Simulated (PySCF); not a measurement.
**Running PySCF for P2**

Input:

```python
from pyscf import gto, scf, cc

mol = gto.M(
    atom='P 0 0 0; P 0 0 1.917',
    basis='cc-pcvdz',
    charge=0,
    spin=0,
    verbose=4,
)
mf = scf.RHF(mol)
mf.kernel()
mycc = cc.CCSD(mf, frozen=10)
mycc.kernel()
e = mycc.eeccsd(nroots=8)[0]
print('roots (eV) =', (e*27.211386).round(3))
mf.dip_moment()
print('orbital energies (hartree):', mf.mo_energy[..., max(0, mol.nelec[1]-3):mol.nelec[0]+3].round(4))
```

```bash
$ python input.py
```

It prints (some set-up lines and the per-cycle HOMO/LUMO lines with their warnings removed):

```
PySCF version 2.14.0

[INPUT] verbose = 4
[INPUT] num. atoms = 2
[INPUT] num. electrons = 30
[INPUT] charge = 0
[INPUT] spin (= nelec alpha-beta = 2S) = 0
[INPUT] symmetry False subgroup None
[INPUT] Mole.unit = angstrom
[INPUT] Symbol           X                Y                Z      unit          X                Y                Z       unit  Magmom
[INPUT]  1 P      0.000000000000   0.000000000000   0.000000000000 AA    0.000000000000   0.000000000000   0.000000000000 Bohr   0.0
[INPUT]  2 P      0.000000000000   0.000000000000   1.917000000000 AA    0.000000000000   0.000000000000   3.622604980791 Bohr   0.0

nuclear repulsion = 62.1100012816901
number of shells = 16
number of NR pGTOs = 100
number of NR cGTOs = 54
basis = cc-pcvdz
ecp = {}

******** <class 'pyscf.scf.hf.RHF'> ********
method = RHF
initial guess = minao
damping factor = 0
level_shift factor = 0
DIIS = <class 'pyscf.scf.diis.CDIIS'>
diis_start_cycle = 1
diis_space = 8
diis_damp = 0
SCF conv_tol = 1e-09
SCF conv_tol_grad = None
SCF max_cycles = 50
direct_scf = True
direct_scf_tol = 1e-13
Set gradient conv threshold to 3.16228e-05
Initial guess from minao.
init E= -681.435055264561
cycle= 1 E= -681.457863707329  delta_E= -0.0228  |g|= 0.151  |ddm|=  1.5
cycle= 2 E= -681.464758403594  delta_E= -0.00689  |g|= 0.0468  |ddm|= 0.204
cycle= 3 E= -681.465390568698  delta_E= -0.000632  |g|= 0.0147  |ddm|= 0.0505
cycle= 4 E= -681.465490680251  delta_E= -0.0001  |g|= 0.00197  |ddm|= 0.0255
cycle= 5 E= -681.46549276662  delta_E= -2.09e-06  |g|= 0.00033  |ddm|= 0.00434
cycle= 6 E= -681.465492803695  delta_E= -3.71e-08  |g|= 6.32e-05  |ddm|= 0.00055
cycle= 7 E= -681.465492806842  delta_E= -3.15e-09  |g|= 1.73e-05  |ddm|= 0.000155
cycle= 8 E= -681.465492807072  delta_E= -2.3e-10  |g|= 1.89e-06  |ddm|= 4.62e-05
Extra cycle  E= -681.465492807073  delta_E= -9.09e-13  |g|= 5.73e-07  |ddm|= 2.79e-06
converged SCF energy = -681.465492807073

******** <class 'pyscf.cc.ccsd.CCSD'> ********
CC2 = 0
CCSD nocc = 5, nmo = 44
frozen orbitals 10
max_cycle = 50
direct = 0
conv_tol = 1e-07
conv_tol_normt = 1e-05
diis_space = 6
diis_start_cycle = 0
diis_start_energy_diff = 1e+09
Init t2, MP2 energy = -681.696582330804  E_corr(MP2) -0.231089523730942
Init E_corr(CCSD) = -0.231089523731111
cycle = 1  E_corr(CCSD) = -0.234418252939554  dE = -0.00332872921  norm(t1,t2) = 0.0622286
cycle = 2  E_corr(CCSD) = -0.24520012314647  dE = -0.0107818702  norm(t1,t2) = 0.0270357
cycle = 3  E_corr(CCSD) = -0.246308233160503  dE = -0.00110811001  norm(t1,t2) = 0.01103
cycle = 4  E_corr(CCSD) = -0.248130723794742  dE = -0.00182249063  norm(t1,t2) = 0.00556294
cycle = 5  E_corr(CCSD) = -0.248010066252093  dE = 0.000120657543  norm(t1,t2) = 0.00133913
cycle = 6  E_corr(CCSD) = -0.248023782438903  dE = -1.37161868e-05  norm(t1,t2) = 0.000248996
cycle = 7  E_corr(CCSD) = -0.248039620327089  dE = -1.58378882e-05  norm(t1,t2) = 8.37192e-05
cycle = 8  E_corr(CCSD) = -0.248038945303059  dE = 6.7502403e-07  norm(t1,t2) = 2.00436e-05
cycle = 9  E_corr(CCSD) = -0.248039025559381  dE = -8.02563218e-08  norm(t1,t2) = 6.64458e-06
CCSD converged
E(CCSD) = -681.713531832632  E_corr = -0.2480390255593813

******** <class 'pyscf.cc.eom_rccsd.EOMEESpinFlip'> ********
max_space = 20
max_cycle = 50
conv_tol = 1e-07
partition = None
EOM-CCSD root 0 E = 0.09258072111814775  qpwt = 0.965599  conv = True
EOM-CCSD root 1 E = 0.1243128058244616  qpwt = 0.964282  conv = True
EOM-CCSD root 2 E = 0.1243128078666172  qpwt = 0.964282  conv = True
EOM-CCSD root 3 E = 0.148157796496532  qpwt = 0.948058  conv = True
roots (eV) = [2.519 2.519 3.383 3.383 3.383 3.383 4.032 4.032]
Dipole moment(X, Y, Z, Debye):  0.00000, -0.00000, -0.00000
orbital energies (hartree): [-0.4043 -0.3657 -0.3657  0.0268  0.0268  0.2154]
```

In short: E(SCF) = -681.465493 Eh, 8 cycles, E(CCSD) − E(SCF) = -0.24804 Eh, μz(SCF) = 0.00 D, excitation roots 2.519, 2.519, 3.383, 3.383, 3.383, 3.383, 4.032, 4.032 eV.

Wall time 3.1 s on one thread of a shared host.

Stability towards an unrestricted solution was not tested. The bond length is a typed value, not an optimised one.
